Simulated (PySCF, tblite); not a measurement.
**A complex of alane and methylamine**

A gas-phase complex of alane and methylamine; neutral, singlet. The structure comes from a short search (6 tight-binding starts) and was relaxed by PBE0-D3(BJ)/def2-TZVPD; another way of binding may lie lower. No frequency run checks that it is a minimum.

Parts: 1 = alane ([AlH3]), atoms 1–4; 2 = methylamine (CN), atoms 5–11.

Coordinates in Å:
```
Al1    -0.608    0.248   -0.375
H2      0.728    0.591    0.447
H3     -0.425   -0.378   -1.841
H4     -1.901   -0.196    0.468
C5     -0.195    2.832   -1.749
N6     -1.171    2.147   -0.887
H7     -0.506    3.849   -2.000
H8      0.763    2.862   -1.232
H9     -0.071    2.252   -2.662
H10    -2.077    2.101   -1.344
H11    -1.313    2.671   -0.028
```

Contacts between parts, classed by geometry: Al1···N6 2.045 Å (bond).

The parts are joined by the bond Al1–N6, so these are energies of forming such bonds; deforming the relaxed parts to their shape in the adduct costs 4.5 kcal/mol, which the interaction energies leave out.

Interaction energies are complex less parts, with the parts frozen as they stand in it; counterpoise-corrected, in kcal/mol (PySCF). The CCSD(T) estimate is Hartree-Fock/aug-cc-pVQZ, plus the MP2 correlation part extrapolated as X⁻³ from aug-cc-pVTZ and aug-cc-pVQZ, plus CCSD(T) less MP2 in aug-cc-pVDZ; noble-gas cores are frozen. It isn't the exact limit.

| level | interaction | superposition error removed |
| --- | --- | --- |
| Hartree-Fock/aug-cc-pVQZ | -33.38 | - |
| wB97M-D3(BJ)/def2-TZVPD | -36.97 | -0.25 |
| PBE0-D3(BJ)/def2-TZVPD | -38.02 | -0.23 |
| MP2/aug-cc-pVQZ | -37.60 | -0.40 |

(1) What does CCSD(T) at its estimated basis limit give, and which of these levels comes nearest?

(2) What holds them together? Decompose the wB97M-D3(BJ)/def2-TZVPD energy: frozen parts, their antisymmetrised product, then relaxation.

The parts were also relaxed and run alone, at the levels used for the complex: shieldings by PBE0/pcSseg-2; core levels by delta-SCF with SCAN, pcX-2 on the ionised atom and pcseg-1 elsewhere, spin-free X2C (2p3/2 is the spin-free 2p value less a third of a first-order spin-orbit splitting).

(3) How do these values change when the complex forms?

Results:

(1) -37.26 kcal/mol. wB97M-D3(BJ)/def2-TZVPD and MP2/aug-cc-pVQZ come equally near, within the error of the estimate; the errors are Hartree-Fock/aug-cc-pVQZ +3.88, wB97M-D3(BJ)/def2-TZVPD +0.29, PBE0-D3(BJ)/def2-TZVPD -0.76, MP2/aug-cc-pVQZ -0.34.

(2) electrostatic -67.5, Pauli repulsion +64.6, orbital relaxation -31.9, dispersion correction -2.3 kcal/mol, which sum to the value before the counterpoise correction; the Pauli term holds the exchange-correlation of the frozen density too. Of the attraction, 66 % is electrostatic, 31 % is orbital relaxation, 2 % is dispersion correction.

(3) 
| property | alone | in the complex | change |
| --- | --- | --- | --- |
| shielding of Al1 (ppm) | 277.7 | 421.6 | +143.9 |
| shielding of N6 (ppm) | 245.4 | 228.4 | -17.0 |
| Al1 2p3/2 core level (eV) | 81.02 | 78.87 | -2.16 |
| C5 1s core level (eV) | 291.52 | 292.71 | +1.20 |
| N6 1s core level (eV) | 405.10 | 407.32 | +2.23 |

The 5 runs behind this took 4.8 min in all, one thread each of AMD EPYC 9R45 96-Core on a shared host, launched as `OMP_NUM_THREADS=1 python cluster_run.py task.json out`.
